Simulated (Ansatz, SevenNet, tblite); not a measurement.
Ladder of methods for the zone-centre TO phonon frequency of zinc-blende AlAs

Reference value: 361 cm⁻¹ (measured, temperature not stated, no zero-point or thermal correction; as tabulated in Giannozzi et al., Phys. Rev. B (1991)).

```
level (code)         value (cm⁻¹)  cell (Å³/atom)  difference (%)
-------------------  ------------  --------------  --------------
GFN2-xTB (tblite)             251           24.20             -30
SevenNet-0                    289           23.50           -19.9
LDA (Ansatz)                  358           22.30            -0.8
PBE (Ansatz)                  345           23.50            -4.4
PBE-D3(BJ) (Ansatz)           359           22.72            -0.6
```

Once the reference is moved by up to 3.0 % (a margin picked here for doubts on the reference and the settings, and for temperature and zero-point motion) and values within 0.7 % count as equal, the nearest can be PBE-D3(BJ) (-0.6 %), LDA (-0.8 %) or PBE (-4.4 %). Among them GFN2-xTB (-30 %) misses by most. Within 10 %: LDA, PBE, PBE-D3(BJ).

The reference isn't brought to a static lattice, while the calculations are for one, so the differences are not the levels' errors alone.  GFN2-xTB: the method was fitted mainly to molecules. GFN2-xTB: the run uses a supercell at the zone centre in place of a k mesh. PBE-D3(BJ): the dispersion coefficients are held fixed in the derivatives. Each level is taken at its own relaxed cell. K meshes differ between the levels. Ansatz's density-functional and Hartree–Fock values are scalar-relativistic unless marked +SOC, with PAW data made under PBE.

Machine-learned potentials (SevenNet-0) are trained on DFT data: a solid inside that data is no test of them.

Differences are worked out from the printed values.

Ansatz is a first-principles code.
